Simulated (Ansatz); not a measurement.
Ideal-gas functions of `C[S](=O)=O` radical at 800 K and 1 bar, from an Ansatz frequency run at PBE0-D4/def2-TZVP.

Molar mass 79.1 g/mol, point group Cs (symmetry number 1), electronic degeneracy 2, moments of inertia 58.156, 63.426, 110.999 u Å². Harmonic wavenumbers (cm⁻¹, unscaled): 181, 310, 392, 471, 673, 929, 952, 1119, 1306, 1325, 1436, 1444, 3074, 3183, 3205.

Use S(trans) = R[1.5 ln M + 2.5 ln T − 1.1517]; rotational temperatures θ = 24.2544 K / I; S(rot) = R[ln(√π/σ · √(T³/θAθBθC)) + 1.5]; for each mode x = 1.438777 ν̃/T, S = R[x/(eˣ − 1) − ln(1 − e⁻ˣ)] and H = RT x/(eˣ − 1); 1 cm⁻¹ = 0.0119627 kJ/mol; R = 8.31446 J/(mol·K).

Task: By hand: the entropy, in J/(mol·K).

Result: Translation 183.9. Rotation: θ = 0.4171, 0.3824, 0.2185 K, giving 114.6. Vibration, mode by mode: 17.68, 13.28, 11.39, 9.94, 7.22, 4.95, 4.79, 3.77, 2.90, 2.82, 2.41, 2.38, 0.22, 0.18, 0.18, in all 84.1. Electronic 5.8. Sum 388.4 J/(mol·K).

Task: By hand: H − E and G − E in kJ/mol, counted from the electronic energy.

Result: Zero-point energy ½ × 20000 × 0.0119627 = 119.6; thermal vibration 36.4; translation, rotation and pV give 4 RT = 26.6. H − E = 182.6 kJ/mol, and G − E = 182.6 − 800 × 388.4/1000 = -128.1 kJ/mol.

Vibration gives 22 % of the entropy.
